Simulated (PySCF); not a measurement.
Isomers of C4H7N. Level of theory: TDDFT CAM-B3LYP/def2-SVPD, vertical, gas phase, core orbitals frozen in the response in PySCF. Geometries: GFN2-xTB; one conformer of each isolated species. Triplets are in the Tamm–Dancoff approximation.

Problem. Rank by computed lowest triplet energy, lowest first.
A. `CCCC#N`
B. `C1=NCCC1`
C. `N[C@H]1CC1=C`
D. `C=NC1CC1`
E. `C#CCNC`

Solution. D (4.25 eV), C (4.45 eV), B (4.67 eV), E (5.45 eV), A (6.53 eV).

```json
{"SMILES": "C=NC1CC1", "T1 (eV)": "4.25", "S1 (eV)": "5.06", "first f ≥ 0.01 (nm)": "179", "f (S1)": "0.001", "HOMO (eV)": "-8.73", "LUMO (eV)": "0.92", "S1 mainly": "H→L (96%)"}
{"SMILES": "C=C1C[C@@H]1N", "T1 (eV)": "4.45", "S1 (eV)": "6.06", "first f ≥ 0.01 (nm)": "178", "f (S1)": "0.001", "HOMO (eV)": "-8.46", "LUMO (eV)": "1.06", "S1 mainly": "H→L (86%)"}
{"SMILES": "C1=NCCC1", "T1 (eV)": "4.67", "S1 (eV)": "5.51", "first f ≥ 0.01 (nm)": "173", "f (S1)": "0.003", "HOMO (eV)": "-8.78", "LUMO (eV)": "1.35", "S1 mainly": "H→L (95%)"}
{"SMILES": "C#CCNC", "T1 (eV)": "5.45", "S1 (eV)": "6.22", "first f ≥ 0.01 (nm)": "199", "f (S1)": "0.014", "HOMO (eV)": "-8.15", "LUMO (eV)": "1.35", "S1 mainly": "H→L (74%)"}
{"SMILES": "CCCC#N", "T1 (eV)": "6.53", "S1 (eV)": "7.85", "first f ≥ 0.01 (nm)": "138", "f (S1)": "0.000", "HOMO (eV)": "-10.77", "LUMO (eV)": "1.01", "S1 mainly": "H→L+3 (20%)"}
```

H and L stand for HOMO and LUMO.

- `C=NC1CC1`: Löwdin shares by element: HOMO nitrogen 56%, carbon 23% or more, hydrogen 5% or more (atoms not listed hold the other 15%); LUMO carbon 37% or more, nitrogen 34%, hydrogen 17% or more.
- `C=C1C[C@@H]1N`: Löwdin shares by element: HOMO nitrogen 52%, carbon 20% or more, hydrogen 6% or more (atoms not listed hold the other 21%); LUMO carbon 49% or more, hydrogen 10% or more (atoms not listed hold the other 41%).
- `C1=NCCC1`: Löwdin shares by element: HOMO nitrogen 61%, carbon 27% or more; LUMO (one of a set within 0.03 eV) carbon 42% or more, nitrogen 34%, hydrogen 8% or more (atoms not listed hold the other 16%).
- `C#CCNC`: Löwdin shares by element: HOMO nitrogen 60%, carbon 22% or more (atoms not listed hold the other 18%); LUMO carbon 62% (atoms not listed hold the other 38%).
- `CCCC#N`: Löwdin shares by element: HOMO carbon 48% or more, nitrogen 40%; LUMO carbon 53% (atoms not listed hold the other 47%).
